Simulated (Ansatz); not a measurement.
A made-up structure of C2H5Si (charge +1), singlet:

C1  (-0.933, 1.002, -0.406)
C2  (-0.156, -0.026, 0.009)
Si3  (0.846, -1.306, 0.528)
H4  (-1.275, 1.077, -1.442)
H5  (-0.551, -0.137, 0.987)
H6  (-1.285, 1.769, 0.289)
H7  (2.299, -1.113, 0.458)
H8  (0.153, -2.509, 1.005)
(Å)

It is relaxed with PBE-D4/def2-SVP and then PBE0-D4/def2-TZVP (Ansatz 0.2.0). Atoms count as bonded within 1.22 times the sum of their covalent radii (H–H: 0.88 Å). The end point is not checked to be a true minimum.

Question: Does its bonding change? (Judge from chemistry; the calculation decides.)

Answer: By the calculation: No: no bond forms or breaks.

Where it ends: The first stage lowers the energy by 1.48 eV in 13 steps. It ends as C₂H₅Si ([CH2][CH][SiH2]), total charge +1:
```xyz
8
angstrom
C -0.6871 0.9449 -0.2863
C -0.5923 -0.0407 0.6307
Si 0.6775 -1.2681 0.3990
H -0.0237 1.0097 -1.1450
H -1.2711 -0.0770 1.4779
H -1.4397 1.7246 -0.2043
H 1.5576 -1.1473 -0.7761
H 0.8773 -2.3896 1.3316
```

Labels in which every atom is bracketed show which atoms are joined, not bond orders.

For scale, one of the runs: PBE0-D4/def2-TZVP relaxation, 129 basis functions, launched by `ansatz run in.yaml --threads 2 --pin off --events-out ev --progress --plain --max-ram 4352MiB`. Hardware: 2 CPU threads of an Arm Neoverse V2, shared host. Wall time about 15 s.
